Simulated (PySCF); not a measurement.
## NaP⁺: frontier orbitals

r²SCAN at R = 3.108 Å; Na aug-cc-pVDZ, P aug-cc-pV(D+d)Z; no relativity (PySCF 2.14). State: ⁴Σ⁻ (quartet), unpaired electrons σ ↑, π ↑↑. Only the outer orbitals are listed, counted within each symmetry.

| spin | orbital | occ. | ε (eV) | on Na (%) | main shells (%) |
| --- | --- | --- | --- | --- | --- |
| α | 2π | 1 | -36.77 | 100 | 100 Na p |
| α | 2π | 1 | -36.77 | 100 | 100 Na p |
| α | 6σ | 1 | -36.75 | 100 | 100 Na p |
| α | 7σ | 1 | -20.39 | 2 | 98 P s |
| α | 8σ | 1 | -11.76 | 4 | 95 P p |
| α | 3π | 1 | -11.30 | 1 | 99 P p |
| α | 3π | 1 | -11.30 | 1 | 99 P p |
| α | 9σ | 0 | -5.72 | 96 | 97 Na s |
| α | 4π | 0 | -3.65 | 91 | 90 Na p, 9 P d |
| α | 4π | 0 | -3.65 | 91 | 90 Na p, 9 P d |
| β | 2π | 1 | -36.76 | 100 | 100 Na p |
| β | 2π | 1 | -36.76 | 100 | 100 Na p |
| β | 6σ | 1 | -36.74 | 100 | 100 Na p |
| β | 7σ | 1 | -16.76 | 2 | 98 P s |
| β | 8σ | 0 | -8.48 | 12 | 86 P p, 8 Na s |
| β | 3π | 0 | -7.81 | 2 | 98 P p |
| β | 3π | 0 | -7.81 | 2 | 98 P p |

Problem. Which are the highest filled and the lowest empty level, where do they sit, and how wide is the gap?

Solution. Highest filled α 3π at -11.30 eV (in %: 99 P p); lowest empty β 8σ at -8.48 eV (in %: 86 P p, 8 Na s); the gap at r²SCAN is 2.82 eV.

```json
{"bond order (Mayer)": "0.17", "⟨S²⟩": "3.750", "charge on Na (Mulliken, basis-dependent)": "0.91", "charge on Na (Löwdin, basis-dependent)": "0.75", "dipole moment (positive dipole points towards P; it is taken about the centre of mass and depends on that origin)": "-6.67 D"}
```

The state is the lowest determinant that a PBE0 search found; another state may lie lower at other levels.
